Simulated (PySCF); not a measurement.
Molecule: (CH3)2PPF2 (SMILES CP(C)P(F)F).

Numbering as in the mapped SMILES `[CH3:1][P:2]([CH3:3])[P:4]([F:5])[F:6]`. Hydrogens are named by the atom that carries them.

Geometry PBE0-D3(BJ)/def2-SVP throughout; GIAO in PySCF, gas phase, one conformer, non-relativistic; equivalent atoms averaged; functional PBE0.

**Question.** How do the absolute shieldings σ depend on the basis set? (ppm; last column core-seconds on 1 thread of an Arm Neoverse V1, shared host)

**Answer.** 
```
  basis set  functions  C1/C3     P4     P2  F5/F6  H(C1)/H(C3)  core-s
   pcSseg-0         74  184.9  -16.3  406.3  318.5        31.49     5.6
    cc-pVDZ        122  188.9   87.0  444.6  302.9        30.35      11
aug-cc-pVDZ        200  186.6   88.0  435.2  300.3        30.30      21
    cc-pVTZ        272  179.8   27.9  403.7  284.1        30.29      34
   IGLO-III        288  176.3   -9.2  380.9  280.4        30.31      37
   pcSseg-2        314  176.6  -17.2  370.2  279.4        30.20      43
```

**Question.** Which nucleus moves most, in ppm?

**Answer.** P4 (phosphorus bonded to 2 F, P): from -17.2 ppm with pcSseg-2 to 88.0 ppm with aug-cc-pVDZ. The smallest spread is 1.29 ppm, at H(C1)/H(C3). Proton shifts span only some 12 ppm, so a few tenths of a ppm matter as much there as several ppm in carbon.

**Question.** Taking the largest basis, pcSseg-2 (314 functions), as the yardstick, rank the others by their worst heavy-atom deviation.

**Answer.** IGLO-III 10.7 ppm (288 functions), pcSseg-0 39.1 ppm (74 functions), cc-pVTZ 45.1 ppm (272 functions), cc-pVDZ 104.3 ppm (122 functions), aug-cc-pVDZ 105.3 ppm (200 functions).

A small basis that lands close on one nucleus may do so by chance; judge by the trend and by all nuclei.
